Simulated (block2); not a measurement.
# C2H3ClO (SMILES C=C(O)Cl): a chain of runs

Wanted: the energy (singlet C2H3ClO, IC-NEVPT2(4,5)/6-31G), then a single-point energy (triplet C2H3ClO, IC-NEVPT2(4,5)/6-31G), then a single-point energy (doublet C2H3ClO+, IC-NEVPT2(3,5)/6-31G) of C2H3ClO. 

The results are computed with block2 0.5.4.

## (1) The molecule

C2H3ClO: 7 atoms, total charge 0, spin state singlet. SMILES: `C=C(O)Cl`. The shape is that of a GFN2-xTB optimisation. This is one conformer, not always the lowest.

Bond lengths: C1–C2 1.323 Å, C2–O3 1.348 Å, C2–Cl4 1.722 Å, C1–H5 1.071 Å, C1–H6 1.076 Å, O3–H7 0.965 Å. Angles: C1–C2–O3 126.9°, C1–C2–Cl4 122.4°, O3–C2–Cl4 110.6°, C2–C1–H5 121.4°, C2–C1–H6 120.9°, C2–O3–H7 110.3°, H5–C1–H6 117.7°.

## (2) A single-point energy at IC-NEVPT2(4,5)/6-31G (run 1)

mol.xyz

```xyz
7
C2H3ClO
C     -0.198990     0.396900     0.797120
C     -0.224430    -0.158920    -0.403110
O      0.830680    -0.620910    -1.104340
Cl    -1.685570    -0.382820    -1.286360
H     -1.096460     0.734990     1.273770
H      0.728180     0.524590     1.327460
H      1.646580    -0.493830    -0.604530
```

casscf_dmrg.py

```python
import numpy as np
from pyscf import gto, mcscf, mp, scf
from pyblock2.icmr.icnevpt2_full import WickICNEVPT2

geom = "mol.xyz"
mol = gto.M(
    atom=geom,
    basis="6-31g",
    spin=0,
    verbose=3,
    max_memory=2000,
)
print("nao                      = %d" % (mol.nao))
mf = scf.RHF(mol)
mf.conv_tol = 1e-10
mf.max_cycle = 200
mf.kernel()
if not mf.converged:
    mf = mf.newton().run(mf.mo_coeff, mf.mo_occ)
print(f"reference energy         = {mf.e_tot:.10f}")
# natural orbitals of MP2 give a compact matrix product state
occ_no, mo = mcscf.addons.make_natural_orbitals(mp.MP2(mf, frozen=8).run())
mf.mo_coeff = mo
mc = mcscf.CASSCF(mf, 5, 4)
mc.fcisolver.conv_tol = 1e-12
mc.fix_spin_(ss=0)
mc.max_cycle_macro = 50
mc.conv_tol = 1e-7
mc.canonicalization = True
mc.verbose = 4
mc.kernel(mf.mo_coeff)
print("CASSCF converged:", mc.converged)
print(f"CASSCF energy            = {mc.e_tot:.10f}")
dm1 = mc.fcisolver.make_rdm1(mc.ci, 5, mc.nelecas)
print("occupation numbers       =", np.round(np.linalg.eigvalsh(dm1)[::-1], 5).tolist())
post = WickICNEVPT2(mc).run()
print(f"E(PT2 correction)        = {post.e_tot - mc.e_tot:.10f}")
print("total energy             = %.10f" % (post.e_tot))
```

On the command line:

```console
$ python casscf_dmrg.py
```

What it wrote:

```text
nao                      = 46
converged SCF energy = -611.694952386703
reference energy         = -611.6949523867
E(RMP2) = -612.035620001892  E_corr = -0.340667615189388
E(SCS-RMP2) = -612.032007593779  E_corr = -0.33705520707571

******** <class 'pyscf.mcscf.mc1step.CASSCF'> ********
CAS (2e+2e, 5o), ncore = 18, nvir = 23
max_cycle_macro = 50
max_cycle_micro = 4
conv_tol = 1e-07
conv_tol_grad = None
orbital rotation max_stepsize = 0.02
orbital rotation threshold for CI restart = 0.01
augmented hessian ah_max_cycle = 30
augmented hessian ah_conv_tol = 1e-12
augmented hessian ah_linear dependence = 1e-14
augmented hessian ah_level shift = 1e-08
augmented hessian ah_start_tol = 2.5
augmented hessian ah_start_cycle = 3
augmented hessian ah_grad_trust_region = 3
kf_trust_region = 3
kf_interval = 4
ci_response_space = 4
ci_grad_trust_region = 3
with_dep4 0
natorb = False
canonicalization = True
sorting_mo_energy = False
ao2mo_level = 2
chkfile = tmpbydxdlkl
max_memory 2000 MB (current use 209 MB)
internal_rotation = False
******** <class 'pyscf.fci.addons.SpinPenaltyFCISolver'> ********
max. cycles = 50
conv_tol = 1e-12
davidson only = True
linear dependence = 1e-12
level shift = 0.001
max iter space = 12
max_memory 2000 MB
nroots = 1
pspace_size = 400
spin = None
CASCI E = -611.729527365189  S^2 = 0.0000000
Set conv_tol_grad to 0.000316228
macro iter   1 ( 21 JK    4 micro), CASSCF E = -611.742592837754  dE = -1.30654726e-02  S^2 = 0.0000000
               |grad[o]|=0.044  |grad[c]|=0.0818  |ddm|=0.0354  |maxRot[o]|= 0.16
macro iter   2 ( 21 JK    4 micro), CASSCF E = -611.746158053054  dE = -3.56521530e-03  S^2 = 0.0000000
               |grad[o]|=0.0177  |grad[c]|=0.0236  |ddm|=0.0099  |maxRot[o]|=0.247
macro iter   3 ( 21 JK    4 micro), CASSCF E = -611.747437274493  dE = -1.27922144e-03  S^2 = 0.0000000
               |grad[o]|=0.00718  |grad[c]|=0.0054  |ddm|=0.00463  |maxRot[o]|=  0.3
macro iter   4 ( 18 JK    4 micro), CASSCF E = -611.747639570580  dE = -2.02296087e-04  S^2 = 0.0000000
               |grad[o]|=0.00398  |grad[c]|=0.00221  |ddm|=0.00346  |maxRot[o]|=0.141
macro iter   5 ( 18 JK    3 micro), CASSCF E = -611.747641532792  dE = -1.96221220e-06  S^2 = 0.0000000
               |grad[o]|=0.000907  |grad[c]|=0.00013  |ddm|=0.000443  |maxRot[o]|=0.0082
macro iter   6 (  5 JK    1 micro), CASSCF E = -611.747641544395  dE = -1.16020829e-08  S^2 = 0.0000000
               |grad[o]|=3.46e-05  |grad[c]|=4.43e-05  |ddm|=1.36e-05  |maxRot[o]|=0.000346
1-step CASSCF converged in   6 macro (104 JK  20 micro) steps
CASSCF canonicalization
Density matrix diagonal elements [1.97834927 1.9175523  0.0823839  0.00899603 0.01271849]
CASSCF energy = -611.747641544395
CASCI E = -611.747641544395  E(CI) = -5.08688900860579  S^2 = 0.0000000
CASSCF converged: True
CASSCF energy            = -611.7476415444
occupation numbers       = [1.97841, 1.91835, 0.08159, 0.01978, 0.00187]
E(WickICNEVPT2-ijrs) =    -0.16307289337791
E(WickICNEVPT2- rsi) =    -0.02473216514218
E(WickICNEVPT2- ijr) =    -0.02238223246273
E(WickICNEVPT2-  rs) =    -0.00262371991509
E(WickICNEVPT2-  ij) =    -0.00352858618551
E(WickICNEVPT2-  ir) =    -0.06568395804476
E(WickICNEVPT2-   r) =    -0.00304286583083
E(WickICNEVPT2-   i) =    -0.01214289175341
E(WickICNEVPT2) = -612.044850857107  E_corr_pt = -0.2972093127124331
Timings = pdms =    0.04 | eris =    0.04 | ijrs =    0.70 | rsi =    0.12 | ijr =    0.10 | rs =    0.05 | ij =    0.14 | ir =    0.13 | r =    0.06 | i =    0.07 | total =    1.44
E(PT2 correction)        = -0.2972093127
total energy             = -612.0448508571
```

Run time: 20 s. Hardware: 1 thread of Arm Neoverse V2, shared host; peak memory 0.23 GiB.

## (3) The triplet: the energy at IC-NEVPT2(4,5)/6-31G (run 2)

dmrgscf.py

```python
import numpy as np
from pyscf import gto, mcscf, mp, scf
from pyblock2.icmr.icnevpt2_full import WickICNEVPT2

mol = gto.M(atom="""
C     -0.198990     0.396900     0.797120
C     -0.224430    -0.158920    -0.403110
O      0.830680    -0.620910    -1.104340
Cl    -1.685570    -0.382820    -1.286360
H     -1.096460     0.734990     1.273770
H      0.728180     0.524590     1.327460
H      1.646580    -0.493830    -0.604530
""", basis="6-31g", spin=2, verbose=3)
print("nao                            = %d" % (mol.nao))
mf = scf.ROHF(mol)
mf.conv_tol = 1e-10
mf.max_cycle = 200
mf.kernel()
if not mf.converged:
    mf = mf.newton().run(mf.mo_coeff, mf.mo_occ)
print(f"E(SCF)                         = {mf.e_tot:.10f}")
# rotate to MP2 natural orbitals
occ_no, mo = mcscf.addons.make_natural_orbitals(mp.MP2(mf.to_uhf(), frozen=8).run())
mf.mo_coeff = mo
mc = mcscf.CASSCF(mf, 5, 4)
mc.fcisolver.conv_tol = 1e-12
mc.fix_spin_(ss=2)
mc.max_cycle_macro = 50
mc.conv_tol = 1e-7
mc.canonicalization = True
mc.verbose = 4
mc.kernel(mf.mo_coeff)
print("CASSCF converged:", mc.converged)
print("CASSCF energy                  = %.10f" % (mc.e_tot))
dm1 = mc.fcisolver.make_rdm1(mc.ci, 5, mc.nelecas)
print("NOONs                          =", np.round(np.linalg.eigvalsh(dm1)[::-1], 5).tolist())
post = WickICNEVPT2(mc).run()
print(f"second-order correction        = {post.e_tot - mc.e_tot:.10f}")
print("total energy                   = %.10f" % (post.e_tot))
```

On the command line:

```console
$ python dmrgscf.py
```

What it wrote:

```text
nao                            = 46
converged SCF energy = -611.557366541048
E(SCF)                         = -611.5573665410
E(UMP2) = -611.85635261018  E_corr = -0.298986069132035
E(SCS-UMP2) = -611.852903985969  E_corr = -0.295537444920332

******** <class 'pyscf.mcscf.mc1step.CASSCF'> ********
CAS (3e+1e, 5o), ncore = 18, nvir = 23
max_cycle_macro = 50
max_cycle_micro = 4
conv_tol = 1e-07
conv_tol_grad = None
orbital rotation max_stepsize = 0.02
orbital rotation threshold for CI restart = 0.01
augmented hessian ah_max_cycle = 30
augmented hessian ah_conv_tol = 1e-12
augmented hessian ah_linear dependence = 1e-14
augmented hessian ah_level shift = 1e-08
augmented hessian ah_start_tol = 2.5
augmented hessian ah_start_cycle = 3
augmented hessian ah_grad_trust_region = 3
kf_trust_region = 3
kf_interval = 4
ci_response_space = 4
ci_grad_trust_region = 3
with_dep4 0
natorb = False
canonicalization = True
sorting_mo_energy = False
ao2mo_level = 2
chkfile = tmpykdda7ku
max_memory 1800 MB (current use 241 MB)
internal_rotation = False
******** <class 'pyscf.fci.addons.SpinPenaltyFCISolver'> ********
max. cycles = 50
conv_tol = 1e-12
davidson only = True
linear dependence = 1e-12
level shift = 0.001
max iter space = 12
max_memory 1800 MB
nroots = 1
pspace_size = 400
spin = None
CASCI E = -611.568682997566  S^2 = 2.0000000
Set conv_tol_grad to 0.000316228
macro iter   1 ( 21 JK    4 micro), CASSCF E = -611.575945397385  dE = -7.26239982e-03  S^2 = 2.0000000
               |grad[o]|=0.0225  |grad[c]|=0.0562  |ddm|=0.0208  |maxRot[o]|=0.256
macro iter   2 ( 21 JK    4 micro), CASSCF E = -611.577824495625  dE = -1.87909824e-03  S^2 = 2.0000000
               |grad[o]|=0.0135  |grad[c]|=0.0178  |ddm|=0.00488  |maxRot[o]|=0.161
macro iter   3 ( 21 JK    4 micro), CASSCF E = -611.578557759045  dE = -7.33263421e-04  S^2 = 2.0000000
               |grad[o]|=0.00788  |grad[c]|=0.00607  |ddm|=0.008  |maxRot[o]|=0.226
macro iter   4 ( 21 JK    4 micro), CASSCF E = -611.579296241641  dE = -7.38482596e-04  S^2 = 2.0000000
               |grad[o]|=0.00297  |grad[c]|=0.00979  |ddm|=0.00319  |maxRot[o]|=0.255
macro iter   5 ( 21 JK    4 micro), CASSCF E = -611.580621221551  dE = -1.32497991e-03  S^2 = 2.0000000
               |grad[o]|=0.00212  |grad[c]|=0.00997  |ddm|=0.00404  |maxRot[o]|=0.305
macro iter   6 ( 21 JK    4 micro), CASSCF E = -611.581351088694  dE = -7.29867144e-04  S^2 = 2.0000000
               |grad[o]|=0.0026  |grad[c]|=0.00674  |ddm|=0.00292  |maxRot[o]|=0.266
macro iter   7 ( 19 JK    4 micro), CASSCF E = -611.581365964022  dE = -1.48753273e-05  S^2 = 2.0000000
               |grad[o]|=0.00123  |grad[c]|=0.000917  |ddm|=0.002  |maxRot[o]|=0.0273
macro iter   8 ( 12 JK    2 micro), CASSCF E = -611.581366694316  dE = -7.30294232e-07  S^2 = 2.0000000
               |grad[o]|=0.000233  |grad[c]|=0.000236  |ddm|=0.000304  |maxRot[o]|=0.00427
macro iter   9 (  6 JK    1 micro), CASSCF E = -611.581366737624  dE = -4.33083187e-08  S^2 = 2.0000000
               |grad[o]|=7.21e-05  |grad[c]|=0.000151  |ddm|=5.15e-05  |maxRot[o]|=0.000908
1-step CASSCF converged in   9 macro (163 JK  31 micro) steps
CASSCF canonicalization
Density matrix diagonal elements [1.97891955 0.99864674 0.99946141 0.01436155 0.00861074]
CASSCF energy = -611.581366737624
CASCI E = -611.581366737624  E(CI) = -4.93398556774571  S^2 = 2.0000000
CASSCF converged: True
CASSCF energy                  = -611.5813667376
NOONs                          = [1.97898, 1.0, 0.99814, 0.021, 0.00188]
E(WickICNEVPT2-ijrs) =    -0.15808406996933
E(WickICNEVPT2- rsi) =    -0.03179680888685
E(WickICNEVPT2- ijr) =    -0.03100361649762
E(WickICNEVPT2-  rs) =    -0.00204369818966
E(WickICNEVPT2-  ij) =    -0.00334587599368
E(WickICNEVPT2-  ir) =    -0.04852364570199
E(WickICNEVPT2-   r) =    -0.00131638377505
E(WickICNEVPT2-   i) =    -0.01230328783989
E(WickICNEVPT2) = -611.8697841244784  E_corr_pt = -0.2884173868540718
Timings = pdms =    0.04 | eris =    0.04 | ijrs =    0.70 | rsi =    0.12 | ijr =    0.11 | rs =    0.05 | ij =    0.14 | ir =    0.13 | r =    0.06 | i =    0.07 | total =    1.46
second-order correction        = -0.2884173869
total energy                   = -611.8697841245
```

Wall time 21 s (1 thread of Arm Neoverse V2, shared host); peak memory 0.26 GiB.

## (4) The doublet cation: a single-point energy at IC-NEVPT2(3,5)/6-31G (run 3)

casscf_dmrg.py

```python
import numpy as np
from pyscf import gto, mcscf, mp, scf
from pyblock2.icmr.icnevpt2_full import WickICNEVPT2

mol = gto.M(atom=[
    ("C", (-0.198990, 0.396900, 0.797120)),
    ("C", (-0.224430, -0.158920, -0.403110)),
    ("O", (0.830680, -0.620910, -1.104340)),
    ("Cl", (-1.685570, -0.382820, -1.286360)),
    ("H", (-1.096460, 0.734990, 1.273770)),
    ("H", (0.728180, 0.524590, 1.327460)),
    ("H", (1.646580, -0.493830, -0.604530)),
], basis="6-31g", charge=1, spin=1, verbose=3, max_memory=2000)
print("basis functions                = %d" % (mol.nao))
mf = scf.ROHF(mol)
mf.conv_tol = 1e-10
mf.max_cycle = 200
mf.kernel()
if not mf.converged:
    mf = mf.newton().run(mf.mo_coeff, mf.mo_occ)
print("reference energy               = %.10f" % (mf.e_tot))
# rotate to MP2 natural orbitals
occ_no, mo = mcscf.addons.make_natural_orbitals(mp.MP2(mf.to_uhf(), frozen=8).run())
mf.mo_coeff = mo
mc = mcscf.CASSCF(mf, 5, 3)
mc.fcisolver.conv_tol = 1e-12
mc.fix_spin_(ss=0.75)
mc.max_cycle_macro = 50
mc.conv_tol = 1e-7
mc.canonicalization = True
mc.verbose = 4
mc.kernel(mf.mo_coeff)
print("CASSCF converged:", mc.converged)
print(f"E(CASSCF)                      = {mc.e_tot:.10f}")
dm1 = mc.fcisolver.make_rdm1(mc.ci, 5, mc.nelecas)
print("natural occupations            =", np.round(np.linalg.eigvalsh(dm1)[::-1], 5).tolist())
post = WickICNEVPT2(mc).run()
print(f"second-order correction        = {post.e_tot - mc.e_tot:.10f}")
print("total energy                   = %.10f" % (post.e_tot))
```

On the command line:

```console
$ python casscf_dmrg.py
```

What it wrote:

```text
basis functions                = 46
converged SCF energy = -611.371965212349
reference energy               = -611.3719652123
E(UMP2) = -611.69674808579  E_corr = -0.324782873441023
E(SCS-UMP2) = -611.690784415931  E_corr = -0.318819203582747

[... 22 lines left out ...]
sorting_mo_energy = False
[... 41 lines left out ...]
1-step CASSCF converged in  12 macro (193 JK  41 micro) steps
[... 3 lines left out ...]
CASSCF energy = -611.395080473865
[... 1 line left out ...]
CASSCF converged: True
[... 13 lines left out ...]
total energy                   = -611.7071143011
```

Run time: 21 s. Hardware: 1 thread of Arm Neoverse V2, shared host; peak memory 0.26 GiB.

## (5) Outcome

```
                                 quantity          value
run 1, IC-NEVPT2(4,5)/6-31G: total energy  -612.04485 Eh
                    triplet: total energy  -611.86978 Eh
             doublet cation: total energy  -611.70711 Eh
```
